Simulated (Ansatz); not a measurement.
System: rock-salt TiC. Method: rVV10 in Ansatz (plane waves, PAW).

Run with plane-wave cutoff 520 eV, 22×22×22 k mesh, Fermi–Dirac smearing 0.05 eV, no spin polarisation, scalar-relativistic PAW data made under PBE.

Energies at three volumes about the minimum:

```csv
V (Å³/atom),E − E_lowest (meV/atom)
10.126,3.27
10.332,0.00
10.539,3.00
```

Q: Fit a parabola by hand: where is the minimum, what lattice constant follows, and what is the bulk modulus?

A: Slopes: (0.00 − 3.27)/(10.332 − 10.126) = -15.874 and (3.00 − 0.00)/(10.539 − 10.332) = 14.493 meV/Å³. Curvature E″ = 2 × (14.493 − (-15.874))/(10.539 − 10.126) = 147.056 meV/Å⁶. From the middle of the first interval, the slope vanishes at V0 = 10.2290 − (-15.874)/147.056 = 10.337 Å³/atom. B = V0 E″ = 10.337 × 147.056 meV/Å³ × 0.1602 GPa per meV/Å³ = 244 GPa. With 8 atoms in the cube, a = (8 × 10.337)^(1/3) = 4.357 Å. The full Birch–Murnaghan fit to all volumes gives V0 = 10.333 Å³/atom and B0 = 243 GPa.

Measured, for comparison: bulk modulus 240 GPa (temperature not stated, not corrected to a static lattice, our sources range from 235 to 268; as tabulated in Krasnenko and Brik (2013), arXiv:1306.3139); lattice constant a 4.33 Å (temperature not stated, not corrected to a static lattice; as tabulated in Zhang et al. (2018), doi:10.1088/1367-2630/aac7f0). Computed (rounded) less measured: bulk modulus not scored (sources differ).

Ansatz is a program for electronic structure.
